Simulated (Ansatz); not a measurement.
A structure drawn as `OCC1CC1`, with this starting geometry:

```xyz
13

O    -1.112   -1.326    1.455
C    -0.621   -1.191    0.178
C     0.441   -0.158    0.171
C     0.889    0.571   -1.120
C     0.150    1.303    0.022
H    -1.421   -0.373    1.754
H    -0.197   -2.175   -0.108
H    -1.392   -0.924   -0.514
H     1.309   -0.476    0.858
H     1.870    0.762   -1.278
H     0.226    0.365   -1.972
H    -0.855    1.591   -0.081
H     0.713    2.030    0.635
```

Charge 0, multiplicity 1.

Q: Does it keep its bonds when Ansatz relaxes it at PBE-D4/def2-SVP and then PBE0-D4/def2-TZVP?

A: Yes, every drawn bond is still there and no new one forms.

Q: Give the relaxed structure. (Estimate.)

A: The calculation gave: 
Z-matrix (Å, degrees):
```
C
C 1 1.498
O 1 1.412 2 112.8
H 1 1.101 2 109.1 3 123.9
H 1 1.093 2 110.7 3 -118.3
C 2 1.502 1 118.9 3 -83.2
C 2 1.495 1 119.6 3 -153.1
H 2 1.085 1 114.6 3 60.8
H 3 0.961 1 107.5 2 50.6
H 6 1.083 2 118.5 1 142.5
H 6 1.085 2 117.8 1 -2.3
H 7 1.082 2 118.2 1 -143.5
H 7 1.084 2 117.6 1 0.6
```
No frequency check was run.

Atoms count as bonded under 1.1 times the sum of their covalent radii (H–H under 0.85 Å, pairs among N, O and F under 1.55 Å), and a drawn bond as lost past 1.3 times.
